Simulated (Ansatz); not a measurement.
A nudged elastic band was laid between two geometries of H5PSi (7 atoms, charge 0, multiplicity 1).

The calculation used Ansatz 0.2.0, RKS r2SCAN/def2-SVP.

- movable images: 9
- climbing image: yes
- spring: 5.0 eV/Å²
- optimiser: quadratic models (default)
- start path: through a guess of the saddle point
- force threshold: 0.03 eV/Å
- iteration limit: 60
- end points: relaxed

Image 0:

```xyz
7
Properties=species:S:1:pos:R:3
Si -0.631 -0.358 -0.389
P 1.095 -0.014 1.044
H -1.856 -0.622 0.422
H -0.318 -1.571 -1.203
H -0.897 0.788 -1.311
H 0.645 1.292 1.414
H 1.963 0.485 0.022
```

Image 10:

```xyz
7
Properties=species:S:1:pos:R:3
Si -0.673 -0.216 -0.422
P 0.790 1.002 0.815
H -1.929 -0.368 0.371
H -0.169 -1.572 -0.797
H -0.977 0.548 -1.668
H 1.054 -0.073 1.721
H 1.905 0.680 -0.020
```

Task: Which bonds break or form, and what moves?

Result: No bond is made or broken. The height of P2 over the plane of its neighbours goes from -0.87 to 0.87 Å. The two ends are copies of one structure, up to a mirror image or an exchange of like atoms.

Task: What energy profile does the band end with?

Result: The run converged. The highest image is number 4 of 0 to 10, 100.2 kJ/mol above the ends, which have the same energy within 2 meV. A vibrational analysis at the climbing image gives one clearly imaginary mode, 702i cm⁻¹: a first-order saddle point.

| image | path coordinate (Å) | energy (kJ/mol) | height of P2 over the plane of its neighbours (Å) |
| --- | --- | --- | --- |
| 0 | 0.00 | 0.0 | -0.87 |
| 1 | 0.40 | 1.2 | -0.86 |
| 2 | 0.81 | 9.8 | -0.76 |
| 3 | 1.21 | 52.7 | -0.45 |
| 4 | 1.61 | 100.2 | 0.00 |
| 5 | 1.88 | 74.7 | 0.31 |
| 6 | 2.16 | 31.3 | 0.59 |
| 7 | 2.43 | 9.9 | 0.77 |
| 8 | 2.71 | 2.6 | 0.85 |
| 9 | 2.98 | 0.6 | 0.87 |
| 10 | 3.25 | 0.0 | 0.87 |

Task: What is the geometry of the highest image?

Result: 
```xyz
7
Properties=species:S:1:pos:R:3:forces:R:3
Si -0.700 -0.325 -0.537 0.00 0.00 0.00
P 0.970 0.425 0.651 0.00 0.00 0.00
H -1.811 -0.339 0.460 0.00 0.00 0.00
H -0.483 -1.702 -1.077 0.00 0.00 0.00
H -1.062 0.555 -1.689 0.00 0.00 0.00
H 0.811 0.752 2.001 0.00 0.00 0.00
H 2.276 0.633 0.191 0.00 0.00 0.00
```

Task: What are the harmonic wavenumbers there?

Result: 702i, 149, 419, 516, 638, 662, 894, 894, 982, 1029, 2203, 2210, 2237, 2564, 2605 cm⁻¹.

The band took 17 iterations and roughly 5 core-minutes.

Time of the run: 4.7 min on 1 thread of Arm Neoverse V2 (shared host), peak memory 0.11 GiB.
